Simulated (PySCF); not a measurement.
# C3H7NO: the cost of one run

The runs use PySCF 2.14.0; levels as typed in each script, gas phase, geometry from GFN2-xTB.

## 1. Where the work starts

SMILES `C=NCOC`, 12 atoms, charge 0, spin multiplicity 1.

Bond lengths: C1–N2 1.252 Å, C1–H6 1.092 Å, C1–H7 1.080 Å, N2–C3 1.429 Å, C3–O4 1.405 Å, C3–H8 1.097 Å, C3–H9 1.102 Å, O4–C5 1.409 Å, C5–H10 1.088 Å, C5–H11 1.096 Å, C5–H12 1.097 Å. Angles: N2–C1–H6 124.8°, N2–C1–H7 117.9°, H6–C1–H7 117.3°, C1–N2–C3 122.0°, N2–C3–O4 117.6°, N2–C3–H8 106.8°, N2–C3–H9 106.6°, O4–C3–H8 106.5°, O4–C3–H9 111.0°, H8–C3–H9 108.1°, C3–O4–C5 113.8°, O4–C5–H10 106.4°, O4–C5–H11 112.0°, O4–C5–H12 110.8°, H10–C5–H11 109.4°, H10–C5–H12 109.5°, H11–C5–H12 108.6°.

As a file:

```
C    -1.6113    0.7830   -0.1326
N    -1.3158   -0.3398    0.3368
C    -0.0761   -0.9840    0.0345
O     0.9195   -0.2168   -0.5927
C     1.6578    0.5920    0.2937
H    -0.9720    1.3694   -0.7964
H    -2.5703    1.2041    0.1317
H    -0.3074   -1.8115   -0.6473
H     0.2936   -1.4125    0.9795
H     2.3659    1.1495   -0.3163
H     1.0175    1.2922    0.8414
H     2.2043   -0.0238    1.0184
```

## 2. Density, bond paths and surface potential (PBE0/def2-tzvp)

input.py

```python
import numpy as np
from pyscf import gto, scf, dft
from pyscf.scf import atom_ks, atom_hf
from scipy.linalg import block_diag

def solve(mol, dm0=None, hcore=None):
    mf = (dft.UKS if mol.spin else dft.RKS)(mol, xc='pbe0')
    mf.grids.level = 3
    mf = mf.density_fit(auxbasis='def2-universal-jkfit')
    mf.conv_tol, mf.max_cycle = 1e-8, 80
    if hcore is not None:
        mf.get_hcore = lambda *args: hcore
    mf.kernel(dm0)
    if not mf.converged:
        mf = mf.newton().run(mf.mo_coeff, mf.mo_occ, max_cycle=30)
    assert mf.converged, 'SCF not converged'
    return mf

mol = gto.M(atom='''
C     -1.61127     0.78296    -0.13264
N     -1.31581    -0.33978     0.33682
C     -0.07605    -0.98396     0.03447
O      0.91954    -0.21685    -0.59272
C      1.65776     0.59196     0.29367
H     -0.97197     1.36942    -0.79640
H     -2.57031     1.20413     0.13170
H     -0.30736    -1.81151    -0.64726
H      0.29361    -1.41250     0.97950
H      2.36588     1.14952    -0.31627
H      1.01753     1.29224     0.84142
H      2.20430    -0.02379     1.01844
''', basis='def2-tzvp', charge=0, spin=0, verbose=4)
mf = solve(mol)
mf.analyze()
# spherically averaged free atoms, for the promolecule
atm = atom_ks.get_atm_nrks(mol, xc='pbe0')
pro = block_diag(*[(atm[a[0]][2] * atm[a[0]][3]) @ atm[a[0]][2].T for a in mol._atom])
np.savez('result.npz', e=mf.e_tot, c=mf.mo_coeff, occ=mf.mo_occ, eps=mf.mo_energy, pro=pro, dip=mf.dip_moment(verbose=0), s2=mf.spin_square()[0])
```

Started as:

```sh
$ OMP_NUM_THREADS=1 python input.py
```

**Question.** How long does this run take on 1 thread of Intel Xeon 6975P-C (Granite Rapids), shared host, and how much memory does it need?

About 14 s, with a peak of 0.73 GiB.
